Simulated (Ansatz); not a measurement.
## Zn2Cl3: from a trial structure to a relaxed crystal

The calculation used Ansatz 0.2.0, DFT PBE, scalar-relativistic, plane waves, PAW. Cutoff 420 eV, Γ-centred k mesh, Gaussian smearing, no spin polarisation in the final step.

The start puts Zn2Cl3 on the sites of a reported Ga3Ni2 cell (P-3m1, No. 164), with Zn in place of Ni, Cl in place of Ga, at a guessed volume.

```
CELL_PARAMETERS angstrom
4.59779 0.00000 0.00000
-2.29889 3.98180 0.00000
0.00000 0.00000 5.55141
ATOMIC_POSITIONS crystal
Zn 0.33333 0.66667 0.13800
Zn 0.66667 0.33333 0.86200
Cl 0.00000 0.00000 0.00000
Cl 0.33333 0.66667 0.62500
Cl 0.66667 0.33333 0.37500
```

Cell and atoms relax at zero pressure; the relaxation can't lower the symmetry of the start. After a coarse first stage the cell is made exact in the group found at 0.06 Å.

Energies over the elements count from the elements' standard structures at the same level (Cl₂ as a molecule), with no empirical corrections.

(1) Which crystal results?

(2) What are its volume, energy, density and gap?

Answers

(1) It keeps P-3m1 (No. 164). Conventional cell: a = 5.136 Å, c = 4.814 Å. Around Zn lie 2 Cl at 2.38–2.43 Å; Cl on Wyckoff site a (1 atom of the primitive cell) is coordinated by 6 Zn at 3.10 Å and 6 Cl at 3.33 Å; around Cl on Wyckoff site d (2 atoms of the primitive cell) lie 2 Zn at 2.38–2.43 Å.

Space group P-3m1 (No. 164). a = 5.136 Å, b = 5.136 Å, c = 4.814 Å, α = 90.00°, β = 90.00°, γ = 120.00°
```tsv
atom	site	symmetry	x	y	z
Zn	2d	3m.	0.3333	0.6667	0.1900
Cl	1a	-3m.	0.0000	0.0000	0.0000
Cl	2d	3m.	0.3333	0.6667	0.6854
```

(2) The volume per atom is 21.99 Å³ and the density is 3.58 g/cm³. The energy over the elements is -0.50 eV/atom. The gap on the 12×12×8 mesh is 0 eV (a metal).

The final run used a 12×12×8 mesh on its 5-atom cell and 0.10 eV smearing. For metals, differences of a few meV/atom aren't resolved. A structure relaxed within its symmetry needn't be a true minimum. The steps took roughly 4 core-minutes in all.